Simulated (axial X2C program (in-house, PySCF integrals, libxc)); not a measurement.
Potential curves of B₂⁺, two-component

Calculated with an axial X2C code built on PySCF integrals. Two-component (2c) means X2C with spin–orbit coupling and atomic mean-field two-electron Coulomb and Gaunt terms. Basis: B dyall-v3z [7s6p2d1f] (cores contracted in-house); Gaussian nuclei, density fitting, unrestricted open shells. Masses: B 11.009 u.

State: Ω = 1/2 (⟨Sz⟩ = 1.50, ⟨Lz⟩ = -1.00 at HF). Energies in cm⁻¹ from the lowest point of each curve. Fits are polynomials in 1 − R0/R over 0.85 to 1.23 times the lowest point R0.

```tsv
R (Å)	HF
1.4172	5416
1.4824	2084
1.5313	682
1.5801	34
1.6290	0
1.6860	586
1.7430	1705
1.8163	3737
1.9059	6860
2.0362	12146
```

The state is one determinant whose occupation by symmetry is held fixed; it was picked as the lowest of a PBE0 search that is not exhaustive. PBE0 can misorder states that lie within some tenths of an eV, so this need not be the ground state of the molecule. The nearest other 2c determinant of the search, Ω = 5/2, lies 0.00 eV up at the distance of the search. The spin of this state cannot come from the lowest atoms; the curve heads to a higher limit, and no De is given. With several unpaired electrons one determinant need not be a pure state.

Q: What are Re and ωe at the HF level?

A: At HF, 2c: Re = 1.607 Å, ωe ≈ 1180 cm⁻¹; Be follows as 1.19 cm⁻¹.
